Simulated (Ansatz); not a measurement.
Ideal-gas functions of CH3NSi, SMILES `N#C[SiH3]` at 600 K and 1 bar, from an Ansatz frequency run at PBE0-D4/def2-TZVP.

Molar mass 57.13 g/mol, point group C3v (symmetry number 3), electronic degeneracy 1, moments of inertia 6.016, 101.492, 101.493 u Å². Harmonic wavenumbers (cm⁻¹, unscaled): 260, 260, 604, 676, 676, 913, 938, 938, 2264, 2277, 2277, 2337.

Use S(trans) = R[1.5 ln M + 2.5 ln T − 1.1517]; rotational temperatures θ = 24.2544 K / I; S(rot) = R[ln(√π/σ · √(T³/θAθBθC)) + 1.5]; for each mode x = 1.438777 ν̃/T, S = R[x/(eˣ − 1) − ln(1 − e⁻ˣ)] and H = RT x/(eˣ − 1); 1 cm⁻¹ = 0.0119627 kJ/mol; R = 8.31446 J/(mol·K).

Q: By hand: the entropy, in J/(mol·K).

A: Translation 173.8. Rotation: θ = 4.0316, 0.239, 0.239 K, giving 94.0. Vibration, mode by mode: 12.38, 12.38, 5.93, 5.15, 5.15, 3.28, 3.13, 3.13, 0.24, 0.23, 0.23, 0.20, in all 51.4. Electronic 0.0. Sum 319.2 J/(mol·K).

Q: By hand: H − E and G − E in kJ/mol, counted from the electronic energy.

A: Zero-point energy ½ × 14420 × 0.0119627 = 86.3; thermal vibration 17.9; translation, rotation and pV give 4 RT = 20.0. H − E = 124.2 kJ/mol, and G − E = 124.2 − 600 × 319.2/1000 = -67.3 kJ/mol.

Vibration gives 16 % of the entropy.
